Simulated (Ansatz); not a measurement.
Born–Oppenheimer molecular dynamics of ClMg (2 atoms, charge 0, multiplicity 2). It starts from a relaxed structure.

Method: Ansatz 0.2.0, UKS revPBE-D4/cc-pVDZ.

| Property | Result |
| --- | --- |
| ensemble | NVE (velocity Verlet) |
| time step | 2 fs |
| steps asked | 250 |
| starting velocities drawn for | 500 K |
| seed | 627951 |

First frame:

```xyz
2
Properties=species:S:1:pos:R:3
Mg 0.974 -0.372 0.485
Cl -0.945 0.312 -0.481
```

Task: How far do the bonds stretch over the last three quarters of this one trajectory? (Pairs bonded in most of those frames.)

Result: 
```tsv
bond	mean (Å)	spread (Å)	shortest	longest
Mg1–Cl2	2.259	0.047	2.19	2.32
```

Mean temperature of the second half: 242 K. The conserved energy stayed within 0.076 meV per atom of its start (net change 0.014 meV per atom), so the integration is sound. The temperature averaged 0.48 of the 500 K drawn at the start: a run that starts near a minimum puts about half its kinetic energy into the potential. A run of 0.5 ps of so small a system gives no equilibrium averages.

Run time: 3.4 min on 1 thread of Arm Neoverse V2, with other jobs on the host, peak memory 0.088 GiB.
